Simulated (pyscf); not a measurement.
PySCF, gas phase, ωB97X-D3(BJ)/def2-SVP geometries. MP2 and CC: frozen core, UHF for open shells. ΔMP2 is the change of the MP2 total energy from the triple- to the quadruple-zeta basis.

**Question.** F–Ga [singlet] + H₂C=CH₂ -> H₂C=CH–GaH–F
Surface: singlet. Broken: C–H. Formed: C–Ga, Ga–H. Give ΔE‡ and ΔE from CCSD(T)/def2-TZVPP + ΔMP2(QZVPP), relative to the separated reactants.

**Answer.** ΔE‡ = 3.43 eV, ΔE = +0.16 eV. Zero-point energy shifts the barrier by -0.13 eV. It is an insertion, with an imaginary mode of 1466i cm⁻¹. On the reactant side the descent ends in a complex, 0.19 eV under the separated species and 3.89 eV under the saddle at ωB97X-D3(BJ)/def2-TZVP. At ωB97X-D3(BJ)/def2-TZVP the barrier from the zero used here is 3.70 eV. This is the saddle that the search found; another between the same sides may lie lower. One closed-shell reference is unstable to symmetry breaking; treat the single-reference values with care. The CCSD(T) − MP2 part came from Ansatz, without density fitting, on the same reference. The frozen core leaves the outer d or s,p core shells of the metals and heavy elements correlated in the MP2 and CC values, and def2-TZVPP describes them poorly, which can shift differences by a few kcal/mol. Elements up to Kr have no core potential and no relativistic terms here.
